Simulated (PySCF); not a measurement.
A GIAO shielding run with PySCF (density fitting, non-relativistic, gas phase) on `O=C=S`, COS:

```
{"job": {"kind": "nmr", "xc": "PBE0", "basis": "aug-cc-pVDZ", "pop": true}, "charge": 0, "multiplicity": 1}
O     -1.283632     0.252692     0.000000
C     -0.134727     0.120742     0.000000
S      1.418359    -0.063029    -0.000000
```

Hardware: 1 thread of an x86-64 server CPU, shared host. The job also computes population analyses, field gradients.

Question: How large is the calculation?

Answer: 30 electrons, 73 basis functions and 304 auxiliary functions.

Question: How long does it take?

Answer: 3.4 s of wall time, with 13 SCF cycles and 5 response iterations. Times on a shared host scatter by some tens of per cent.

Question: And these other runs on the same molecule and hardware: GIAO shielding at B97-D/pcSseg-2; GIAO shielding at BLYP/pcSseg-2; GIAO shielding at BP86/pcSseg-2; GIAO shielding at HF/pcSseg-2; GIAO shielding at KT2/pcSseg-2; GIAO shielding at KT3/pcSseg-2?

Answer: B97-D/pcSseg-2: 115 functions, 3.7 s; BLYP/pcSseg-2: 115 functions, 3.8 s; BP86/pcSseg-2: 115 functions, 4.1 s; HF/pcSseg-2: 115 functions, 1.1 s; KT2/pcSseg-2: 115 functions, 3.9 s; KT3/pcSseg-2: 115 functions, 3.8 s.
